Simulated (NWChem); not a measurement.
Species: C2H5O, doublet; SMILES CC[O]

Results from NWChem. Pople sets run with spherical d functions. Spin-unrestricted. Coordinates come from a PBE0/def2-SVP, spin-unrestricted optimisation. No stability test was run on the SCF state. Level B3LYP/6-31G*: energy and gradient; each run changes one setting, and changes count from the defaults (medium grid, exact Coulomb integrals, symmetry on).

| setting | size of the energy change (μHa) | largest change of a gradient component (μHa/bohr) | time, defaults = 1 (rough) |
|---|---|---|---|
| defaults | < 10 | < 30 | about 1 |
| extra-fine grid | < 10 | < 30 | 4 |
| coarse grid | < 10 | 100 | about 1 |
| symmetry off | < 10 | other frame | about 1 |
| Becke weights | < 10 | < 30 | about 1 |
